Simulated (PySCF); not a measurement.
`C/C=C/C`. Level of theory: PySCF 2.14.0, PBE0-D3(BJ)/def2-SVP geometry optimisation, gas phase.

```
atom  x, y, z in Å
C1     1.9631    0.0629   -0.0942
C2     0.5081    0.1159   -0.4234
C3    -0.4890   -0.1220    0.4341
C4    -1.9437   -0.0778    0.1024
H5     2.4806   -0.7093   -0.6889
H6     2.1303   -0.1606    0.9701
H7     2.4623    1.0190   -0.3248
H8     0.2514    0.3706   -1.4611
H9    -0.2324   -0.3737    1.4725
H10   -2.4813    0.6387    0.7463
H11   -2.4215   -1.0594    0.2634
H12   -2.1124    0.2128   -0.9454
```

**Question.** Work out the bond lengths C1–C2, C1–H5, C1–H7, C2–H8, C3–C4, C4–H12 in bohr.

**Answer.** For C1–C2 the difference vector is (-1.4550, 0.0531, -0.3292) Å, of length 1.4927 Å. 1 bohr = 0.529177 Å. C1–C2 2.821; C1–H5 2.085; C1–H7 2.084; C2–H8 2.077; C3–C4 2.821; C4–H12 2.079 bohr.

**Question.** Give the dihedral angles C2–C3–C4–H10, C2–C3–C4–H11, H8–C2–C3–C4, H9–C3–C4–H11, H8–C2–C3–H9.

**Answer.** C2–C3–C4–H10 -123° (anticlinal); C2–C3–C4–H11 119° (anticlinal); H8–C2–C3–C4 0° (synperiplanar); H9–C3–C4–H11 -61° (synclinal); H8–C2–C3–H9 180° (antiperiplanar). Dihedral signs follow IUPAC: positive where, seen along the central bond, the front bond turns clockwise onto the rear one.

**Question.** How far are the heavy atoms from their best plane (unweighted least squares)?

**Answer.** 0.002 Å rms; none is more than 0.002 Å off.

**Question.** What is the repulsion energy of the bare nuclei, Σ ZA·ZB/RAB?

**Answer.** 115.66 Eh over 66 pairs, with full nuclear charges and distances in bohr; the largest single term is 14.25 Eh (C2 with C3).

**Question.** Write the matrix of distances between heavy atoms (Å, lower triangle).

**Answer.** 
```
C1    0.000
C2    1.493  0.000
C3    2.515  1.336  0.000
C4    3.914  2.515  1.493  0.000
```

No PBE0-D3(BJ)/def2-SVP frequencies stand behind this structure, so it isn't proved a minimum.
